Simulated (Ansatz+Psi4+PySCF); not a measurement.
Values are calculated unless marked as measured or tabulated.
## PySCF 2.14.0 run

```python
from pyscf import gto, scf, mp

mol = gto.M(atom="""
C -0.002460 0.019430 -0.004070
H 0.634590 0.616230 0.643400
H -0.640090 -0.645270 0.633440
H 0.614840 -0.615610 -0.632790
H -0.631800 0.615170 -0.615040
""", basis='aug-cc-pvtz', charge=-1, spin=1)
mf = scf.UHF(mol)
mf.kernel()
pt = mp.MP2(mf, frozen=1).run()
print(mf.e_tot, pt.e_corr, pt.e_tot)
```

The script is written out from the run's settings.

Results

```
Converged                       : yes
Reference energy                : -40.18161 hartree
Correlation energy              : -0.20542 hartree
Total energy                    : -40.38704 hartree
Spin squared of the determinant : 0.750
```

Messages of the program:
```
WARN: HOMO 0.0227615039612772 >= LUMO 0.0227615039612772
WARN: HOMO 0.0227615039612772 >= LUMO 0.0227615039612772
```
